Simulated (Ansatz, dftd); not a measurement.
Reaction: C3H7Cl (SMILES CC(C)Cl) → CH3 (SMILES [CH3], doublet) + C2H4Cl (SMILES C[CH]Cl, doublet) (the C-C bond breaks)
Each species at its own B3LYP-D3(BJ)/def2-TZVP minimum (Ansatz, a quantum-chemistry and plane-wave program).

Property: bond dissociation energy (electronic), in kcal/mol. Radicals and triplets start from unrestricted determinants; spin-orbit coupling is neglected. Cores are frozen in correlated methods. Rows without X2C or -DK are non-relativistic. CBS(X,Y): correlation extrapolated as X^-3, Hartree-Fock from the larger set. A bracket is a step between two methods taken in the basis named. The functionals are non-relativistic, so their misses hold any scalar relativity. Double hybrids freeze cores in their MP2 part. '+ core + X2C': CCSD(T) terms for core correlation (cc-pwCVTZ, 1s frozen past Ne) and scalar relativity (cc-pVTZ-DK).

```
level                                                                                        program  bond dissociation energy (kcal/mol)
------------------------------------------------------------------------------------  --------------  -----------------------------------
HF/cc-pV(Q+d)Z                                                                                Ansatz                                    ?
PBE-D4/def2-TZVPD                                                                     Ansatz + dftd4                                 91.7
B2PLYP-D3(BJ)/def2-TZVPD                                                              Ansatz + dftd3                                 91.4
CCSD/CBS(cc-pV(T+d)Z,cc-pV(Q+d)Z)                                                             Ansatz                                 92.1
CCSDT(Q)/cc-pV(D+d)Z                                                                          Ansatz                                 91.8
CCSD(T)/CBS(cc-pV(T+d)Z,cc-pV(Q+d)Z) + [CCSDT(Q) - CCSD(T)]/cc-pV(D+d)Z + core + X2C          Ansatz                                    ?
```

Complete the blanks.


- HF/cc-pV(Q+d)Z, bond dissociation energy (kcal/mol): 63.8
- CCSD(T)/CBS(cc-pV(T+d)Z,cc-pV(Q+d)Z) + [CCSDT(Q) - CCSD(T)]/cc-pV(D+d)Z + core + X2C, bond dissociation energy (kcal/mol): 95.1
